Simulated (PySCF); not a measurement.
Simulated C 1s region for pyrazolidine (`C1CNNC1`), binding energy against the vacuum level.

Every computed line was given a Gaussian of 0.8 eV full width at half maximum and an area set by the number of equivalent atoms; the highest printed point is 100. Method used: delta-SCF UKS SCAN, pcX-2 on the ionised atom, pcseg-1 elsewhere, spin-free X2C (PySCF 2.14.0).

binding energy (eV), intensity and a bar:
```
    289.4          0 
    289.5          0 
    289.6          1 
    289.7          2 #
    289.8          4 #
    289.9          7 ##
    290.0         12 ####
    290.1         19 ######
    290.2         27 ########
    290.3         36 ###########
    290.4         46 ##############
    290.5         54 ################
    290.6         61 ##################
    290.7         68 ####################
    290.8         76 #######################
    290.9         84 #########################
    291.0         92 ############################
    291.1         98 #############################
    291.2        100 ##############################
    291.3         96 #############################
    291.4         86 ##########################
    291.5         71 #####################
    291.6         54 ################
    291.7         38 ###########
    291.8         25 #######
    291.9         15 ####
    292.0          8 ##
    292.1          4 #
    292.2          2 
    292.3          1 
    292.4          0
```

How many maxima does the curve show, and how many computed lines lie under it?

The curve has 1 maximum (at 291.2 eV). Under it lie 2 lines from 2 inequivalent carbon sites. At this width some lines have no maximum of their own.

Decompose the envelope and assign each component. Numbering: `[CH2:1]1[CH2:2][NH:3][NH:4][CH2:5]1`.

```
position (eV)  relative area  line  atoms                   environment
       290.56              1  C 1s     C1               ring CH2 carbon
       291.25              2  C 1s  C2/C5  sp3 carbon bound to nitrogen
```

What are the centre and the root-mean-square width of the whole band?

The area-weighted mean of the lines is 291.02 eV. Their own spread about it is 0.32 eV (rms) and each Gaussian has σ = 0.8/2.355 = 0.34 eV; the variances add, which gives 0.47 eV.

Lowest listed C 1s: C1, bonded to 2 C and 2 H. Highest, 0.69 eV above it: C2/C5, bonded to N, C and 2 H. Summing the Pauling electronegativity differences to the bonded atoms, each weighted by its formal bond order, gives -0.70 for the lowest site and -0.21 for the highest.

No satellites, vibrations or lifetime broadening are included. Atoms equivalent by their bonding share one computed value, that of the first of them. Isolated species at its GFN2-xTB geometry (one conformer only).
